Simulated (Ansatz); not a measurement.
# doublet C4H6O+ at 6 levels

Wanted: a comparison of 6 runs (UB3LYP/6-31G*, UB2PLYP/def2-SVP, UBHLYP/def2-SVP, UBLYP/def2-SVP, UPBE/def2-SVP, RPA@PBE/def2-SVP) of doublet C4H6O+. 

Program for the calculation: Ansatz 0.2.0.

53 further runs of the same task are left out: 53 set aside as unsound or not needed.

**1. Starting point**

The species is C4H6O+ (11 atoms), meant as a doublet with charge +1. As SMILES of the parent species, `C/C=C/C=O`. The coordinates come from a PBE0-D4/def2-TZVP relaxation. This is one conformer, not always the lowest. That shape belongs to the parent species and isn't relaxed for this state.

Bond lengths: C1–C2 1.483 Å, C2–C3 1.334 Å, C3–C4 1.461 Å, C4–O5 1.206 Å, C1–H6 1.090 Å, C1–H7 1.095 Å, C1–H8 1.095 Å, C2–H9 1.090 Å, C3–H10 1.086 Å, C4–H11 1.113 Å. Some angles: C1–C2–C3 125.9°, C2–C3–C4 120.6°, C3–C4–O5 124.8°, C1–C2–H9 116.5°, C3–C2–H9 117.6°, C2–C1–H6 111.9°, C2–C1–H7 110.5°, C2–C1–H8 110.6°, C2–C3–H10 122.2°, C4–C3–H10 117.2°.

**2. The energy at UB3LYP/6-31G(d) (spherical functions) (run 1)**

Contents of job.yaml:

```yaml
crystal:
  periodic: [false, false, false]
  atoms:
    - {symbol: C, position_ang: [-0.432600, 0.400540, 1.653910]}
    - {symbol: C, position_ang: [-0.156130, -0.285030, 0.368750]}
    - {symbol: C, position_ang: [0.273040, 0.298030, -0.751310]}
    - {symbol: C, position_ang: [0.508950, -0.492070, -1.956960]}
    - {symbol: O, position_ang: [0.895640, -0.044370, -3.007470]}
    - {symbol: H, position_ang: [-0.242970, 1.472560, 1.592200]}
    - {symbol: H, position_ang: [-1.473330, 0.245560, 1.955970]}
    - {symbol: H, position_ang: [0.185400, -0.019180, 2.454080]}
    - {symbol: H, position_ang: [-0.321000, -1.362490, 0.346010]}
    - {symbol: H, position_ang: [0.461820, 1.365990, -0.812910]}
    - {symbol: H, position_ang: [0.301180, -1.579560, -1.842250]}
basis:
  gaussian:
    orbitals: 6-31G_st_-spherical.json
total_charge: 1
magnetization:
  spin_polarized: true
  initial_magnetization: 1
hamiltonian:
  xc: {name: B3LYP}
accuracy: high
output:
  orbitals: {seedname: orbitals}
```

The basis set 6-31G* is read from a file made from the Basis Set Exchange's data (not shown).

Command:

```sh
ansatz run job.yaml --threads 1 --pin off --max-ram 3480MiB --events-out events.jsonl --progress --plain --runs-dir runs
```

Output:

```text
Warning: RAYON_NUM_THREADS=1 ignored (pool sized by the plan → 1); use --threads N
Functional definition: B3LYP
  name "B3LYP"
  parameter a0 = 0.2
  parameter ax = 0.72
  parameter ac = 0.81
  exchange = (1 - a0 - ax)*slater_x + ax*b88_x + a0*exact_x
  correlation = (1 - ac)*vwn_rpa_c + ac*lyp_c
1979 factors; integrals over basis functions are off by at most 4.1e-9 eV
mean field evaluation 1: about -6273.0929 eV, gradient 4.4e1 eV
mean field evaluation 2: about -6269.3898 eV, gradient 5.2e1 eV
mean field evaluation 4: about -6282.3668 eV, gradient 3.4e0 eV
mean field evaluation 8: about -6282.6783 eV, gradient 4.1e-1 eV
mean field evaluation 16: about -6282.6792 eV, gradient 1.1e-3 eV
mean field evaluation 32: about -6282.6792 eV, gradient 2.7e-6 eV
mean field -6282.67923775 eV, -230.8842034344 hartree, gradient 2.5e-8 eV, S^2 0.757707; 3 other end points of the search recorded, 0 dependent functions left out
reference -6282.67927038 eV, -230.8842046333 hartree; 19, 18 occupied and 63, 64 virtual orbitals, 1979 factors
Total energy: -6282.67927038 eV, -230.8842046333 hartree
```

It took 31 s on 1 thread of Arm Neoverse V1, shared host; peak memory 0.38 GiB.

**3. The energy at UB2PLYP/def2-SVP (run 2)**

Contents of input.yaml:

```yaml
crystal:
  periodic: [false, false, false]
  atoms:
    - {symbol: C, position_ang: [-0.432600, 0.400540, 1.653910]}
    - {symbol: C, position_ang: [-0.156130, -0.285030, 0.368750]}
    - {symbol: C, position_ang: [0.273040, 0.298030, -0.751310]}
    - {symbol: C, position_ang: [0.508950, -0.492070, -1.956960]}
    - {symbol: O, position_ang: [0.895640, -0.044370, -3.007470]}
    - {symbol: H, position_ang: [-0.242970, 1.472560, 1.592200]}
    - {symbol: H, position_ang: [-1.473330, 0.245560, 1.955970]}
    - {symbol: H, position_ang: [0.185400, -0.019180, 2.454080]}
    - {symbol: H, position_ang: [-0.321000, -1.362490, 0.346010]}
    - {symbol: H, position_ang: [0.461820, 1.365990, -0.812910]}
    - {symbol: H, position_ang: [0.301180, -1.579560, -1.842250]}
basis:
  gaussian: {orbitals: def2-SVP}
total_charge: 1
magnetization: {spin_polarized: true, initial_magnetization: 1}
hamiltonian: {xc: {name: B2PLYP}}
correlation: {frozen_orbitals: {C: 1, H: 0, O: 1}}
accuracy: high
output: {orbitals: {seedname: orbitals}}
```

Command:

```sh
ansatz run input.yaml --threads 1 --pin off --max-ram 3480MiB --events-out events.jsonl --progress --plain --runs-dir runs
```

Output, cut to the lines that bear on the results:

```text
Warning: RAYON_NUM_THREADS=1 ignored (pool sized by the plan → 1); use --threads N
Functional definition: B2PLYP
  name "B2PLYP"
[...]
2439 factors; integrals over basis functions are off by at most 4.5e-9 eV
[...]
mean field -6265.20411115 eV, -230.2420043767 hartree, gradient 6.4e-8 eV, S^2 0.765503; 2 other end points of the search recorded, 0 dependent functions left out
5 core orbitals not correlated: weight in the atoms' cores, before any rotation towards them, 1.000 or more for the frozen orbitals, at most 0.000 for the correlated occupied ones
reference -6265.20413528 eV, -230.2420052636 hartree; 14, 13 occupied and 81, 82 virtual orbitals, 2439 factors
second order -22.41982572 eV of doubles, -0.00000000 eV of singles
Total energy: -6271.25748822 eV, -230.4644618812 hartree
```

It took 26 s on 1 thread of Arm Neoverse V1, shared host; peak memory 0.48 GiB.

Runs 3 to 5 aren't shown in full; the table further down has their settings and results.

**4. The energy at RPA@PBE/def2-SVP (run 6)**

input.yaml: that of step 3 with these lines changed.

```diff
@@ -15,8 +15,13 @@
 basis:
-  gaussian: {orbitals: def2-SVP}
+  gaussian:
+    orbitals: def2-SVP
 total_charge: 1
-magnetization: {spin_polarized: true, initial_magnetization: 1}
-hamiltonian: {xc: {name: B2PLYP}}
-correlation: {frozen_orbitals: {C: 1, H: 0, O: 1}}
+magnetization:
+  spin_polarized: true
+  initial_magnetization: 1
+hamiltonian:
+  xc: pbe
+correlation:
+  method: rpa
+  frozen_orbitals: {C: 1, H: 0, O: 1}
 accuracy: high
-output: {orbitals: {seedname: orbitals}}
```

Command:

```sh
ansatz run input.yaml --threads 1 --pin off --max-ram 3480MiB --events-out events.jsonl --progress --plain --runs-dir runs
```

Output, cut to the lines that bear on the results:

```text
Warning: RAYON_NUM_THREADS=1 ignored (pool sized by the plan → 1); use --threads N
Functional definition: PBE
  name "PBE"
[...]
2439 factors; integrals over basis functions are off by at most 4.5e-9 eV
[...]
mean field -6270.32926651 eV, -230.4303503623 hartree, gradient 4.0e-8 eV, S^2 0.754200; 6 other end points of the search recorded, 0 dependent functions left out
5 core orbitals not correlated: weight in the atoms' cores, before any rotation towards them, 1.000 or more for the frozen orbitals, at most 0.000 for the correlated occupied ones
reference -6238.22359115 eV, -229.2504885548 hartree; 14, 13 occupied and 81, 82 virtual orbitals, 2439 factors
Total energy: -6269.04225805 eV, -230.3830536738 hartree
```

It took 68 s on 1 thread of Arm Neoverse V1, shared host; peak memory 0.6 GiB.

**5. The series**

```
run                                level  frozen core orbitals  energy (Eh)  HOMO energy (eV)  LUMO energy (eV)   ⟨S²⟩  wall time
  1  UB3LYP/6-31G* (spherical functions)                     –  -230.884205            -13.82            -11.96  0.758       31 s
  2                     UB2PLYP/def2-SVP                     5  -230.464462            -15.00             -9.46  0.766       26 s
  3                      UBHLYP/def2-SVP                     –  -230.575013            -15.11             -9.99  0.763       24 s
  4                       UBLYP/def2-SVP                     –  -230.631633            -12.92            -12.77  0.754       28 s
  5                        UPBE/def2-SVP                     –  -230.430350            -13.09            -12.94  0.754       35 s
  6                     RPA@PBE/def2-SVP                     5  -230.383054                 –                 –  0.754       68 s
```

**6. What came out**

| quantity | value |
| --- | --- |
| run 6: total energy | -230.38305 Eh |
| run 6: RPA correlation energy (valence) | -1132.6 mEh |
| run 6: ⟨S²⟩ of the reference determinant | 0.754 |

Totals of different functionals can't be ranked against each other. All runs together took 3.5 min, the longest 68 s.
